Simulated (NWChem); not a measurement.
Species: CHO cation

```xyz
3

C      0.0000     0.0000    -0.5149
O      0.0000     0.0000     0.5895
H      0.0000     0.0000    -1.6262
```
Atoms are numbered in this order, from 1.

All runs: NWChem. Geometry: optimised at PBE0/def2-SVP.

For level B3LYP/aug-pcseg-1:

| Item | Value |
|---|---|
| orbital gap (eV) | 12.11 |

Task: What are these values for level B3LYP/3-21G?

Result: The orbital gap (eV) is 12.45.
